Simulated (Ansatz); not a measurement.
A calculation with Ansatz (development build ahead of 0.2.0).

```yaml
crystal:
  periodic: [false, false, false]
  atoms:
    - { symbol: C, position_ang: [-0.85542, 0.59465, 0.45453] }
    - { symbol: C, position_ang: [0.87959, -0.61021, -0.45307] }
    - { symbol: H, position_ang: [-1.28505, 0.07892, 1.35094] }
    - { symbol: H, position_ang: [-0.43606, 1.59835, 0.63074] }
    - { symbol: H, position_ang: [-1.42099, 0.43781, -0.47552] }
    - { symbol: H, position_ang: [1.23124, -0.06032, -1.33609] }
    - { symbol: H, position_ang: [1.36992, -0.4919, 0.51656] }
    - { symbol: H, position_ang: [0.41855, -1.598, -0.6546] }
basis:
  gaussian: { orbitals: def2-SVP }
total_charge: 1
magnetization:
  spin_polarized: true
  initial_magnetization: 1
hamiltonian:
  xc: hf
correlation:
  method: mp2
  frozen_orbitals: { C: 1, H: 0 }
output:
  forces: true
```

The input is written out in the form of the current development build from the run's settings.

Output:

```json
{
 "Converged": "yes",
 "Reference energy": "-78.77488 hartree",
 "Correlation energy": "-0.25422 hartree",
 "Total energy": "-79.02910 hartree",
 "Spin squared of the determinant": "0.759",
 "Stability test": "minimum"
}
```

Forces (eV/Å):
```tsv
atom	Fx	Fy	Fz
C1	-0.830	-0.058	0.097
C2	-0.496	-0.515	0.284
H3	0.902	-0.044	-0.660
H4	0.428	-0.448	-0.185
H5	0.349	-0.083	-0.064
H6	-0.285	0.342	0.309
H7	0.076	0.215	0.028
H8	-0.145	0.590	0.191
```
